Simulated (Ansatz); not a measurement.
Match the barriers

Saddle point of C$_{2}$H$_{8}$N, doublet (CH₅N ([CH3][NH2]) + CH₃ → CH₄N ([CH2][NH2]) + CH₄; bonds formed: H1–C4; bonds broken: H1–C2), PBE0-D4/def2-TZVP structure:

H1  (-0.270, -0.230, 0.272)
C2  (0.819, 0.283, 0.656)
N3  (1.522, 0.970, -0.371)
C4  (-1.530, -0.807, -0.230)
H5  (1.395, -0.558, 1.046)
H6  (0.533, 0.955, 1.467)
H7  (0.999, 1.749, -0.746)
H8  (1.787, 0.362, -1.133)
H9  (-2.061, 0.051, -0.633)
H10  (-1.989, -1.248, 0.649)
H11  (-1.204, -1.526, -0.977)
(Å)

Computed with Ansatz 0.2.0 (basis: def2-TZVPP, with def2-QZVPP for the basis limit); correlated methods freeze the cores; orbitals are unrestricted. B3LYP uses VWN-RPA correlation. Extrapolation: Hartree–Fock as exp(−7.88 √X), correlation as X^−2.97. Four methods, as single points on the PBE0-D4 structures, gave these electronic barriers from the start structure: 22.2, 35.9, 56.9, 104.5 kJ/mol.

(1) The methods were, in alphabetical order, B3LYP-D4, BHLYP-D4, BLYP-D4, HF. Which gave which? (A judgement: the text doesn't fix the answer.)

No T1 diagnostic of these runs exceeds 0.016. ⟨S²⟩ of the unrestricted Hartree–Fock references: 0.76 to 0.79 (a pure state has 0.75).

Answers

(1) Computed: BLYP-D4 22.2; B3LYP-D4 35.9; BHLYP-D4 56.9; HF 104.5 kJ/mol. For comparison, CCSD(T) at an estimated basis limit (MP2 extrapolated from triple and quadruple zeta, plus CCSD(T) − MP2 in triple zeta) gives 54.2 kJ/mol.

Labels in which every atom is bracketed show which atoms are joined, not bond orders.

For scale, one of the runs: CCSD(T)/def2-TZVPP, 205 basis functions (an equivalent command: `ansatz run in.yaml --threads 4`). The run took 2.5 min on 4 CPU threads (shared host), with 7.3 GiB of host memory at its peak.
